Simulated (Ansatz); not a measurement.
Rutile PbO2, treated with r²SCAN+rVV10 (PAW; Ansatz, a first-principles code).

Run with plane-wave cutoff 560 eV, 12×12×16 k mesh (along the axes of the cell as run), Fermi–Dirac smearing 0.05 eV, scalar-relativistic PAW data made under PBE.

Energies at three volumes about the minimum:

```
V (Å³/atom)  E − E_lowest (meV/atom)
-----------  -----------------------
13.680                          2.57
13.959                          0.00
14.238                          2.35
```

Q: Fit a parabola by hand: where is the minimum, and what is the bulk modulus?

A: Slopes: (0.00 − 2.57)/(13.959 − 13.680) = -9.211 and (2.35 − 0.00)/(14.238 − 13.959) = 8.423 meV/Å³. Curvature E″ = 2 × (8.423 − (-9.211))/(14.238 − 13.680) = 63.204 meV/Å⁶. From the middle of the first interval, the slope vanishes at V0 = 13.8195 − (-9.211)/63.204 = 13.965 Å³/atom. B = V0 E″ = 13.965 × 63.204 meV/Å³ × 0.1602 GPa per meV/Å³ = 141 GPa. The full Birch–Murnaghan fit to all volumes gives V0 = 13.959 Å³/atom and B0 = 141 GPa.

Shape and atoms are relaxed at each volume.

Note: the bulk modulus comes from volumes at which shape and atoms were relaxed.
